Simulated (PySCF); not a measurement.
Isomers of C3H4S. Theory: PBE0-D3(BJ)/def2-SVP geometry optimisation, gas phase in PySCF 2.14.0. Energies are electronic, without zero-point or thermal terms, for one conformer each. No frequencies were run at this level. Point groups hold within 0.08 Å.

**Question.** Order them by energy at this level, lowest first, and give relative energies in kcal/mol.
A. `[CH:1]#[C:2][CH2:3][SH:4]` with C2–C3–S4–H -179° (2-propyne-1-thiol)
B. `[CH2:1]=[CH:2][CH:3]=[S:4]` with C1–C2–C3–S4 180° (thioacrolein)

**Answer.** B (0.0), A (23.8).

As drawn, the lower has a C=S bond and a C=C bond outside aromatic rings, which the higher lacks; the higher has a C≡C bond and an S–H bond, which the lower lacks.

```csv
SMILES,E (Eh),E rel (kcal/mol),dipole (D),point group,"A, B, C (MHz)"
C=CC=S,-514.38175,0.0,2.80,Cs,"46222, 2789, 2630"
C#CCS,-514.34381,23.8,1.57,Cs,"22294, 3094, 2765"
```

**Question.** How do the relative energies change in single points at PBE0/pcSseg-1 (no added dispersion term) on the same geometries?

**Answer.** 
```csv
SMILES,PBE0-D3(BJ)/def2-SVP (kcal/mol),PBE0/pcSseg-1 (kcal/mol),shift
C=CC=S,0.0,0.0,0.0
C#CCS,23.8,23.2,-0.6
```

Each column counts from its own lowest isomer. The order is unchanged; the largest shift is 0.6 kcal/mol.
